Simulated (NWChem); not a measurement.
Species: CHN, triplet; SMILES of the neutral closed-shell parent [NH+]#[C-]

```xyz
3

C      0.0022    -0.7571     0.0000
N      0.1156     0.5061     0.0000
H     -0.8229     0.9997     0.0000
```
Atoms are numbered in this order, from 1.

Computed with NWChem. Pople sets run with spherical d functions. Spin-unrestricted. In the optimisation the excess spin sits in a' (Cs, its own frame). All runs use the structure optimised with PBE-D3(BJ)/def2-SVP, spin-unrestricted. This spin state was assumed; another may lie lower. No stability test was run on the SCF state. Vertical excitations in the gas phase. Excited states of an open shell can be spin-contaminated.

Problem. Estimate the computed values for LRC-wPBEh/6-31+G*, TDA. Quantities: lowest excitation (eV); oscillator strength of that lowest state; lowest state with f > 0.02 (eV); oscillator strength of that bright state; lowest empty minus highest occupied level, either spin (eV).

Solution. 
- lowest excitation (eV) = 1.72
- oscillator strength of that lowest state = 0.000
- lowest state with f > 0.02 (eV) = 2.56
- oscillator strength of that bright state = 0.023
- lowest empty minus highest occupied level, either spin (eV) = 3.96
